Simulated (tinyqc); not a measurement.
UKS/PBE in the sto-3g basis, for BH, spin multiplicity 3, step by step. One step of it, computed by the program tinyqc.

Question. Iteration 1: building the Kohn-Sham matrix. J_ij = sum D_kl (ij|kl) with D = D(alpha) + D(beta); F = H + J + V_xc; E = tr D H + tr D J / 2 + E_xc + E_nn.

D(alpha) at the start, order 1B 1s, 1B 2s, 1B 2px, 1B 2py, 1B 2pz, 2H 1s:
$$\begin{pmatrix}
0.977593 & 0.030371 & 0.000000 & 0.000000 & -0.067248 & -0.022823 \\
0.030371 & 0.057478 & 0.000000 & 0.000000 & 0.210032 & 0.052361 \\
0.000000 & 0.000000 & 1.000000 & 0.000000 & 0.000000 & 0.000000 \\
0.000000 & 0.000000 & 0.000000 & 1.000000 & 0.000000 & 0.000000 \\
-0.067248 & 0.210032 & 0.000000 & 0.000000 & 0.800519 & 0.200690 \\
-0.022823 & 0.052361 & 0.000000 & 0.000000 & 0.200690 & 0.050350
\end{pmatrix}$$

D(beta) at the start, order 1B 1s, 1B 2s, 1B 2px, 1B 2py, 1B 2pz, 2H 1s:
$$\begin{pmatrix}
0.977593 & 0.030371 & 0.000000 & 0.000000 & -0.067248 & -0.022823 \\
0.030371 & 0.057478 & 0.000000 & 0.000000 & 0.210032 & 0.052361 \\
0.000000 & 0.000000 & 0.000000 & 0.000000 & 0.000000 & 0.000000 \\
0.000000 & 0.000000 & 0.000000 & 0.000000 & 0.000000 & 0.000000 \\
-0.067248 & 0.210032 & 0.000000 & 0.000000 & 0.800519 & 0.200690 \\
-0.022823 & 0.052361 & 0.000000 & 0.000000 & 0.200690 & 0.050350
\end{pmatrix}$$

core Hamiltonian H = T + V (hartree), order 1B 1s, 1B 2s, 1B 2px, 1B 2py, 1B 2pz, 2H 1s:
$$\begin{pmatrix}
-12.583055 & -3.257885 & 0.000000 & 0.000000 & -0.006449 & -0.126351 \\
-3.257885 & -3.674215 & 0.000000 & 0.000000 & -0.065544 & -0.460762 \\
0.000000 & 0.000000 & -2.867523 & 0.000000 & 0.000000 & 0.000000 \\
0.000000 & 0.000000 & 0.000000 & -2.867523 & 0.000000 & 0.000000 \\
-0.006449 & -0.065544 & 0.000000 & 0.000000 & -2.902587 & -0.526875 \\
-0.126351 & -0.460762 & 0.000000 & 0.000000 & -0.526875 & -1.775984
\end{pmatrix}$$

Two-electron integrals (ij|kl) in chemists' order, unique and non-zero (hartree):
```
(11|11) 2.923513   (21|11) 0.518376   (21|21) 0.109262   (22|11) 0.744229
(22|21) 0.193177   (22|22) 0.544804   (31|31) 0.020264   (32|31) 0.029996
(32|32) 0.120346   (33|11) 0.742491   (33|21) 0.193240   (33|22) 0.544682
(33|33) 0.586773   (41|41) 0.020264   (42|41) 0.029996   (42|42) 0.120346
(43|43) 0.031630   (44|11) 0.742491   (44|21) 0.193240   (44|22) 0.544682
(44|33) 0.523513   (44|44) 0.586773   (51|51) 0.020264   (52|51) 0.029996
(52|52) 0.120346   (53|53) 0.031630   (54|54) 0.031630   (55|11) 0.742491
(55|21) 0.193240   (55|22) 0.544682   (55|33) 0.523513   (55|44) 0.523513
(55|55) 0.586773   (61|11) 0.019643   (61|21) 0.004132   (61|22) 0.007350
(61|33) 0.007320   (61|44) 0.007320   (61|51) 0.000315   (61|52) 0.000582
(61|55) 0.007414   (61|61) 0.000162   (62|11) 0.071896   (62|21) 0.019093
(62|22) 0.062785   (62|33) 0.060862   (62|44) 0.060862   (62|51) 0.002055
(62|52) 0.014545   (62|55) 0.066563   (62|61) 0.000775   (62|62) 0.012651
(63|31) 0.001493   (63|32) 0.007819   (63|53) 0.002457   (63|63) 0.001039
(64|41) 0.001493   (64|42) 0.007819   (64|54) 0.002457   (64|64) 0.001039
(65|11) 0.081125   (65|21) 0.021745   (65|22) 0.074820   (65|33) 0.071337
(65|44) 0.071337   (65|51) 0.003299   (65|52) 0.022388   (65|55) 0.081694
(65|61) 0.000905   (65|62) 0.017243   (65|65) 0.024076   (66|11) 0.261864
(66|21) 0.070515   (66|22) 0.260326   (66|33) 0.249645   (66|44) 0.249645
(66|51) 0.006411   (66|52) 0.063302   (66|55) 0.281399   (66|61) 0.002845
(66|62) 0.077112   (66|65) 0.112955   (66|66) 0.774606
```

nuclear repulsion = 1.30984458 hartree

V_xc(alpha) (hartree), order 1B 1s, 1B 2s, 1B 2px, 1B 2py, 1B 2pz, 2H 1s:
$$\begin{pmatrix}
-1.882433 & -0.305077 & 0.000000 & 0.000000 & -0.002793 & -0.011721 \\
-0.305077 & -0.509325 & 0.000000 & 0.000000 & -0.026115 & -0.055072 \\
0.000000 & 0.000000 & -0.511296 & 0.000000 & 0.000000 & 0.000000 \\
0.000000 & 0.000000 & 0.000000 & -0.511296 & 0.000000 & 0.000000 \\
-0.002793 & -0.026115 & 0.000000 & 0.000000 & -0.500978 & -0.065325 \\
-0.011721 & -0.055072 & 0.000000 & 0.000000 & -0.065325 & -0.277662
\end{pmatrix}$$

V_xc(beta) (hartree), order 1B 1s, 1B 2s, 1B 2px, 1B 2py, 1B 2pz, 2H 1s:
$$\begin{pmatrix}
-1.855007 & -0.284440 & 0.000000 & 0.000000 & -0.003389 & -0.011037 \\
-0.284440 & -0.395860 & 0.000000 & 0.000000 & -0.031692 & -0.049855 \\
0.000000 & 0.000000 & -0.363752 & 0.000000 & 0.000000 & 0.000000 \\
0.000000 & 0.000000 & 0.000000 & -0.363752 & 0.000000 & 0.000000 \\
-0.003389 & -0.031692 & 0.000000 & 0.000000 & -0.455430 & -0.063220 \\
-0.011037 & -0.049855 & 0.000000 & 0.000000 & -0.063220 & -0.277468
\end{pmatrix}$$

E_xc = sum of w rho eps_xc = -4.40171080 hartree

Give: Coulomb J; F(alpha); F(beta); total energy of this density.

Answer.

Coulomb J (hartree), order 1B 1s, 1B 2s, 1B 2px, 1B 2py, 1B 2pz, 2H 1s:
$$\begin{pmatrix}
8.643 & 1.773 & 0.000 & 0.000 & 0.023 & 0.068 \\
1.773 & 3.601 & 0.000 & 0.000 & 0.120 & 0.414 \\
0.000 & 0.000 & 3.581 & 0.000 & 0.000 & 0.000 \\
0.000 & 0.000 & 0.000 & 3.581 & 0.000 & 0.000 \\
0.023 & 0.120 & 0.000 & 0.000 & 3.631 & 0.495 \\
0.068 & 0.414 & 0.000 & 0.000 & 0.495 & 1.736
\end{pmatrix}$$

F(alpha) (hartree), order 1B 1s, 1B 2s, 1B 2px, 1B 2py, 1B 2pz, 2H 1s:
$$\begin{pmatrix}
-5.822 & -1.790 & 0.000 & 0.000 & 0.014 & -0.070 \\
-1.790 & -0.582 & 0.000 & 0.000 & 0.029 & -0.102 \\
0.000 & 0.000 & 0.202 & 0.000 & 0.000 & 0.000 \\
0.000 & 0.000 & 0.000 & 0.202 & 0.000 & 0.000 \\
0.014 & 0.029 & 0.000 & 0.000 & 0.228 & -0.097 \\
-0.070 & -0.102 & 0.000 & 0.000 & -0.097 & -0.317
\end{pmatrix}$$

F(beta) (hartree), order 1B 1s, 1B 2s, 1B 2px, 1B 2py, 1B 2pz, 2H 1s:
$$\begin{pmatrix}
-5.795 & -1.769 & 0.000 & 0.000 & 0.014 & -0.070 \\
-1.769 & -0.469 & 0.000 & 0.000 & 0.023 & -0.096 \\
0.000 & 0.000 & 0.349 & 0.000 & 0.000 & 0.000 \\
0.000 & 0.000 & 0.000 & 0.349 & 0.000 & 0.000 \\
0.014 & 0.023 & 0.000 & 0.000 & 0.273 & -0.095 \\
-0.070 & -0.096 & 0.000 & 0.000 & -0.095 & -0.317
\end{pmatrix}$$

total energy of this density = -24.00867 hartree
